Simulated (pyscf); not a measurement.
**Four-centre exchange: `[SiH3][PH2]` + `[OH2]` → `[OH][SiH2][PH2]` + `[H][H]`**

Gas phase, singlet surface, charge 0. Bonds broken: Si2–H5, O8–H9. Bonds formed: Si2–O8, H5–H9. PySCF, gas phase, ωB97X-D3(BJ)/def2-SVP geometries.

Transition state (Å):

```xyz
10

P     -1.2167    -1.2633     1.6473
Si     0.2176    -0.0083     0.4624
H     -0.9000    -0.6942     2.9137
H     -0.3715    -2.3992     1.7675
H      0.2899    -1.3959    -0.6912
H     -0.1464     1.3661     0.9829
H      1.6839    -0.0976     0.6866
O     -0.2367     0.5468    -1.2777
H     -0.1073    -0.5680    -1.3834
H     -1.1086     0.9486    -1.4223
```

One imaginary mode, 1282i cm⁻¹; descent along it reached the two sides named.

```csv
bond,change,reactant side (Å),saddle,product side
Si2–H5,breaks,1.491,1.806,4.0
O8–H9,breaks,0.965,1.127,2.497
Si2–O8,forms,3.0,1.882,1.673
H5–H9,forms,2.6,1.150,0.761
```

Electronic energies relative to the separated reactants (kcal/mol):

| level | barrier | reaction energy | reverse barrier |
|---|---|---|---|
| ωB97X-D3(BJ)/def2-TZVP | 34.7 | -16.7 | 51.5 |
| PBE/def2-TZVP | 29.6 | -15.0 | 44.7 |
| r²SCAN/def2-TZVP | 30.9 | -17.6 | 48.5 |
| B3LYP-D3(BJ)/def2-TZVP | 34.4 | -16.9 | 51.2 |
| PBE0-D3(BJ)/def2-TZVP | 31.9 | -15.0 | 47.0 |
| M06-2X/def2-TZVP | 34.6 | -18.9 | 53.5 |
| ωB97M-D3(BJ)/def2-TZVP | 34.2 | -16.3 | 50.5 |
| HF/def2-TZVP | 52.8 | -14.9 | 67.7 |

With ωB97M-D3(BJ)/def2-TZVP energies and thermal terms (ideal gas, 1 atm, RRHO with modes under 100 cm⁻¹ raised to 100, one conformer, R ln 2 for chiral ones without a mode under 150 cm⁻¹), in kcal/mol:

```
T (K)   ΔH‡   ΔG‡     ΔH     ΔG
-----  ----  ----  -----  -----
298    32.4  43.4  -18.9  -16.9
600    32.5  54.6  -17.9  -15.4
900    33.1  65.5  -16.9  -14.3
1200   33.9  76.2  -16.2  -13.5
```

One saddle was located; it need not be the lowest between these sides.
